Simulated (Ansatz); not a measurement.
Compare A (`N=CCS`) with its isomer B (`CC(N)=S`).

Computed with Ansatz on PBE0-D4/def2-TZVP structures; ΔE is electronic, products minus reactants. CBS: MP2 limit from def2 TZ/QZ plus the TZ coupled-cluster correction, frozen cores. Functionals use def2-TZVPP. B3LYP here is the variant with VWN-RPA as its local correlation; programs differ in this. One conformer a species, not always the lowest.

(1) Which isomer does CCSD(T)/CBS put lower? Give the gap. (Estimate.)

(2) Give E(B) − E(A) in kcal/mol with B2PLYP, LDA (SPW92), CCSD(T)/def2-TZVPP, B3LYP, PBE-D4, r2SCAN-D4, BLYP-D4. (An estimate is asked.)

(3) Does the order hold for the free energy at 298.15 K (harmonic terms from PBE0-D4)? (Estimate.)

Largest T1 diagnostic: 0.016.

Answers

(1) The calculation gave: B, by 18.3 kcal/mol.

(2) Computed: B2PLYP -20.0, LDA (SPW92) -25.4, CCSD(T)/def2-TZVPP -17.3, B3LYP -20.0, PBE-D4 -21.6, r2SCAN-D4 -22.5, BLYP-D4 -20.2. None reverses the order clearly.

(3) Ansatz gave: Yes: G(B) − G(A) = -16.8 kcal/mol, for one conformer each. Modes under 60 cm⁻¹, often nearly free rotors, make the harmonic entropy too high.

At CCSD(T), def2-SVP lies +1.0 kcal/mol from the extrapolated value and def2-TZVPP +1.1 kcal/mol. Leaving LDA and LC-ωPBE aside and taking each functional with its dispersion term where it has one, the values, not all of them listed here, spread over 3.7 kcal/mol, from r2SCAN-D4 to ωB97X-V. LDA lies −4.0 kcal/mol from PBE without D4.
